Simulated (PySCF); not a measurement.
LiAl: energy against distance

Set-up: Li 6-311G(d,p), Al 6-311G(d,p); no relativity (PySCF 2.14). Energies in eV from Li + Al in their ground configurations at the same level. State: ¹Σ⁺ (singlet), closed shell.

All columns are PBE0. A positive dipole means Li(−)Al(+).

```csv
R (Å),E (eV),μ (D),Mulliken charge on Li (basis-dependent),HOMO (eV),LUMO (eV),Mayer bond order,⟨S²⟩
2.494,-0.650,-3.27,0.02,-3.66,-1.94,1.07,0.00
2.610,-0.772,-3.19,0.03,-3.67,-1.88,1.06,0.00
2.726,-0.841,-3.08,0.04,-3.67,-1.83,1.05,0.00
2.813,-0.866,-2.99,0.04,-3.67,-1.81,1.04,0.00
2.900,-0.873,-2.90,0.04,-3.66,-1.79,1.03,0.00
2.987,-0.866,-2.80,0.04,-3.65,-1.77,1.03,0.00
3.103,-0.838,-2.66,0.04,-3.64,-1.76,1.02,0.00
3.248,-0.782,-2.49,0.04,-3.62,-1.76,1.02,0.00
3.422,-0.694,-2.28,0.04,-3.59,-1.76,1.01,0.00
3.654,-0.557,-2.00,0.03,-3.55,-1.79,1.01,0.00
```

A fit through these points gives, at Re = 2.896 Å, μ = -2.90 D and dμ/dR = 1.11 D/Å; the reduced mass is 5.568 u.

Question: How strong is the fundamental in the double-harmonic approximation, I = 42.26·(dμ/dR)²/μred km/mol?

Answer: I = 42.26·(1.11)²/5.568 = 9.35 km/mol at PBE0.

Closed-shell solutions of metal pairs were not tested for spin polarisation, which can lower them a little.
